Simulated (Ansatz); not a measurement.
# HF+ (doublet): wave-function methods side by side, cc-pVTZ

An exercise on one series of results from a longer session: the logs are not shown, and one member is left open.

The runs use Ansatz 0.2.0, Gaussian basis; cc-pVTZ, core rule «outside noble gas», up to 1 orbitals frozen.

Plan: UHF; CCSD(T) on ROHF; CCSD(T) on UHF; BCCD(T) on ROHF; CISD; CCSDT(Q) on ROHF; CCSDT(Q) on UHF; CASSCF and MRCISD+Q, 7 electrons in 5 orbitals; CASSCF and NEVPT2, 7 electrons in 5 orbitals.

8 further runs of the same task are left out: 4 that didn't finish, 4 set aside as unsound or not needed.

## The system

The geometry is a PBE0/def2-TZVP stationary point (not a proven minimum) of the parent state, kept for this charge and spin.

2 atoms, charge 1, spin multiplicity 2.

Atoms are counted from 1 here; the program's logs count them from 0.

Bond lengths: F1–H2 0.920 Å.

As a file:

```xyz
2
charge 1, multiplicity 2
F     0.0000    0.0000    0.0000
H     0.0000    0.0000    0.9200
```

The first run:

File in.yaml:

```yaml
crystal:
  periodic: [false, false, false]
  atoms:
    - {symbol: F, position_ang: [0.000000, 0.000000, 0.000000]}
    - {symbol: H, position_ang: [0.000000, 0.000000, 0.920000]}
basis:
  gaussian: {orbitals: cc-pVTZ}
total_charge: 1
magnetization: {spin_polarized: true, initial_magnetization: 1}
hamiltonian: {xc: hf}
output: {orbitals: {seedname: orbitals}}
```

Launch:

```sh
$ ansatz run in.yaml --threads 1 --pin off --events-out ev --progress --plain --max-ram 2393MiB
```

Steps of the session up to this table: UHF; CCSD(T) on ROHF; CCSD(T) on UHF; BCCD(T) on ROHF; CISD; CCSDT(Q) on ROHF; CCSDT(Q) on UHF; CASSCF and MRCISD+Q, 7 electrons in 5 orbitals; CASSCF and NEVPT2, 7 electrons in 5 orbitals.

One of the session's tables, all rows but one given; the rest of the session is left out.

| method | from UCCSDT(Q) (meV) |
| --- | --- |
| ROHF | +6094.4 |
| UHF | +5956.5 |
| RMP2 | +454.8 |
| UMP2 | +462.4 |
| CISD | +241.6 |
| RCCSD | +115.4 |
| UCCSD | +112.6 |
| RCCSD(T) | +9.5 |
| UCCSD(T) | +8.0 |
| BCCD(T) | +9.7 |
| RCCSDT | +3.9 |
| UCCSDT | +2.2 |
| RCCSDT(Q) | +1.8 |
| UCCSDT(Q) | 0 |
| CASSCF valence | +5477.7 |
| NEVPT2 valence | +690.4 |
| MRCISD valence | +194.4 |
| MRCISD+Q valence | ? |

Q: Estimate the row for MRCISD+Q valence from the others.

**Answer.** from UCCSDT(Q) (meV): +31.1. In the column «from UCCSDT(Q) (meV)» it lies between BCCD(T) (+9.7) and UCCSD (+112.6).

To keep in mind: Restricted and unrestricted rows rest on different reference determinants; where their highest levels disagree by more than a few hundredths of an eV, they describe different states and don't form one ladder.
